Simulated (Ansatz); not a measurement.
Reaction (SMILES): [CH]=O (CH-O) → C atom + H atom + O atom
B3LYP-D3(BJ)/def2-TZVP geometries, fixed; electronic energies without zero-point terms.

The atomisation energy at MP2 with Ansatz (an electronic-structure program), in kcal/mol, split into its Hartree-Fock and correlation parts. Cores are frozen. Open shells are unrestricted. No added dispersion term, no relativity. Functions are those of the species that has most.

```csv
basis,X,functions,Hartree-Fock,MP2
cc-pVDZ,2,33,176.45,264.83
cc-pVTZ,3,74,181.82,280.40
cc-pVQZ,4,140,182.76,285.90
cc-pV5Z,5,237,182.89,287.78
```

Worked estimate of the basis-set limit from each neighbouring pair, with Hartree-Fock from the larger set and the correlation part extrapolated as X^-3.
Correlation parts: X = 2: 88.38, X = 3: 98.58, X = 4: 103.14, X = 5: 104.89.
- (2,3): (27·(98.58) - 8·(88.38))/19 = 102.87; with Hartree-Fock 181.82 the estimate is 284.69 kcal/mol.
- (3,4): (64·(103.14) - 27·(98.58))/37 = 106.47; with Hartree-Fock 182.76 the estimate is 289.23 kcal/mol.
- (4,5): (125·(104.89) - 64·(103.14))/61 = 106.73; with Hartree-Fock 182.89 the estimate is 289.62 kcal/mol.
The last two estimates differ by 0.39 kcal/mol; the largest set lies 1.84 from the last. Over the last step Hartree-Fock moves by 0.13 and the correlation part by 1.75.
